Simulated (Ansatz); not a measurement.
# V (V, bcc): the cost of one run

Computed with Ansatz 0.2.0 (DFT LDA (PW92), plane waves (420 eV) with PAW, scalar-relativistic; the PAW data stem from PBE, with regenerated cores, unless a step says otherwise).

## (1) The starting structure

The structure is cubic, space group Im-3m (No. 229). The conventional cell has a = 3.024 Å, b = 3.024 Å, c = 3.024 Å, α = 90.00°, β = 90.00°, γ = 90.00°. V (site symmetry m-3m) is surrounded by 8 V at 2.62 Å.

Structure file:

```
V
1.0
    -1.51200    1.51200    1.51200
     1.51200   -1.51200    1.51200
     1.51200    1.51200   -1.51200
V
1
Direct
  0.00000 0.00000 0.00000
```

## (2) Relaxation of the cell

The input, input.yaml:

```yaml
crystal:
  lattice:
    - [-1.512, 1.512, 1.512]
    - [1.512, -1.512, 1.512]
    - [1.512, 1.512, -1.512]
  atoms:
    - { symbol: V, position: [0.0, 0.0, 0.0] }
hamiltonian:
  xc: lda
  pseudopotentials:
    kind: paw
    azcp:
      V: "pseudopotentials/V.paw.azcp"
basis:
  ecutwfc: 420
  fft_grid_basis: typed
kpoints:
  mp_grid: { grid: [15, 15, 15], shift: [0, 0, 0] }
magnetization:
  spin_polarized: false
scf:
  occupations: { method: fermi_dirac, width: 0.1 }
relax:
  max_steps: 60
  f_tol: 0.01
  cell: {}
```

What time and memory should one allow on 1 thread of an x86-64 CPU, shared host?

About 11 s, with a peak of 0.51 GiB.
